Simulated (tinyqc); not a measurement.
Extended Hueckel theory, for NH3, step by step. Computed by tinyqc, a small Python program that keeps every step (integrals from PySCF). Settings: charge = 0, K = 1.5, multiplicity = 1. Command: `OMP_NUM_THREADS=1 python tinyqc.py 31439 31440 out.jsonl` (the two numbers bound the seeds that draw the settings). One thread of a shared host (Intel(R) Xeon(R) Processor @ 2.60GHz), about 0.01 s of CPU time with the checks.

## Overlaps

Geometry (angstrom):
```
atom          x          y         z
N      0.000000   0.000000  0.432000
H      0.925000   0.000000  0.000000
H     -0.463000   0.801000  0.000000
H     -0.463000  -0.801000  0.000000
```

Parameters chosen for this run:
```
element  shell  Slater exponent   H_ii (eV)
H           1s         1.300000  -13.600000
N           2s         1.950000  -26.000000
N           2p         1.950000  -13.400000
```

Slater orbitals, each expanded in six Gaussians scaled to its exponent.

overlap S, order 1N 2s, 1N 2px, 1N 2py, 1N 2pz, 2H 1s, 3H 1s, 4H 1s:
```
[[1.000000, 0.000000, 0.000000, 0.000000, 0.477132, 0.477027, 0.477027],
 [0.000000, 1.000000, 0.000000, 0.000000, 0.398838, -0.199573, -0.199573],
 [0.000000, 0.000000, 1.000000, 0.000000, 0.000000, 0.345266, -0.345266],
 [0.000000, 0.000000, 0.000000, 1.000000, -0.186268, -0.186211, -0.186211],
 [0.477132, 0.398838, 0.000000, -0.186268, 1.000000, 0.197108, 0.197108],
 [0.477027, -0.199573, 0.345266, -0.186211, 0.197108, 1.000000, 0.197277],
 [0.477027, -0.199573, -0.345266, -0.186211, 0.197108, 0.197277, 1.000000]]
```

## Wolfsberg-Helmholz matrix

diagonal H_ii (eV): [-26.000000, -13.400000, -13.400000, -13.400000, -13.600000, -13.600000, -13.600000]

K = 1.500000

H_ij = K' S_ij (H_ii + H_jj)/2 for i != j (the diagonal keeps H_ii), with K' = 1.5.

H (eV), order 1N 2s, 1N 2px, 1N 2py, 1N 2pz, 2H 1s, 3H 1s, 4H 1s:
```
[[-26.000000, 0.000000, 0.000000, 0.000000, -14.170827, -14.167698, -14.167698],
 [0.000000, -13.400000, 0.000000, 0.000000, -8.076468, 4.041354, 4.041354],
 [0.000000, 0.000000, -13.400000, 0.000000, 0.000000, -6.991630, 6.991630],
 [0.000000, 0.000000, 0.000000, -13.400000, 3.771929, 3.770767, 3.770767],
 [-14.170827, -8.076468, 0.000000, 3.771929, -13.600000, -4.021009, -4.021009],
 [-14.167698, 4.041354, -6.991630, 3.770767, -4.021009, -13.600000, -4.024452],
 [-14.167698, 4.041354, 6.991630, 3.770767, -4.021009, -4.024452, -13.600000]]
```

## Orbitals

valence electrons = 8

Solve H C = S C e through S^(-1/2); fill by pairs from the bottom, a degenerate level sharing its electrons equally; each orbital has its largest coefficient positive (the first on a tie).

orbital energies (eV): [-26.474707, -15.406708, -15.405276, -13.772361, -3.513807, -3.506312, 7.397684]

occupations: [2.000000, 2.000000, 2.000000, 2.000000, 0.000000, 0.000000, 0.000000]

coefficients, order 1N 2s, 1N 2px, 1N 2py, 1N 2pz, 2H 1s, 3H 1s, 4H 1s:
```
[[0.865093, 0.000071, 0.000000, 0.179686, 0.000000, -0.000124, 1.158957],
 [0.000007, 0.644686, 0.000000, -0.000047, 0.000000, 1.003742, 0.000005],
 [0.000000, 0.000000, 0.644875, 0.000000, 1.003311, 0.000000, 0.000000],
 [0.023664, 0.000032, 0.000000, 0.936770, 0.000000, 0.000043, -0.541446],
 [0.088987, 0.446298, 0.000000, -0.096439, 0.000000, -0.990980, -0.729405],
 [0.088955, -0.223254, 0.386542, -0.096358, -0.858271, 0.495711, -0.728831],
 [0.088955, -0.223254, -0.386542, -0.096358, 0.858271, 0.495711, -0.728831]]
```

sum of one-electron energies = -142.118104 eV

## Mulliken analysis

P = C n C^T; charge = valence electrons (H 1, N 5) minus the sum of (P S)_ii on the atom; overlap population = 2 sum P_ij S_ij between two atoms.

charges: [-0.938434, 0.312855, 0.312790, 0.312790]

Overlap populations:
```
pair      value
2-1    0.638667
3-1    0.638593
3-2   -0.064990
4-1    0.638593
4-2   -0.064990
4-3   -0.065003
```
